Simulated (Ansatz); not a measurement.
**Sb₂Se₃ (Pnma, No. 62)**

Method: PBE-D4 (Ansatz, an electronic-structure program, plane waves, PAW).

Settings: plane-wave cutoff 500 eV, 4×10×4 k mesh (along the axes of the cell as run), gaussian smearing 0.02 eV, scalar-relativistic PAW data made under PBE.

Cell: relaxed at this level.

```json
{
 "volume_per_atom": "26.41 Å³/atom",
 "band_gap": "0.84 eV (on the SCF k mesh)"
}
```

Note: the relaxation could not lower the start's symmetry, so the cell can be a saddle point above a distorted one.

Spin–orbit coupling is not included; with these elements it can move the gap by several tenths of an eV or more.

Computed values are for the static lattice.

Computing time: very roughly 19 core-minutes.
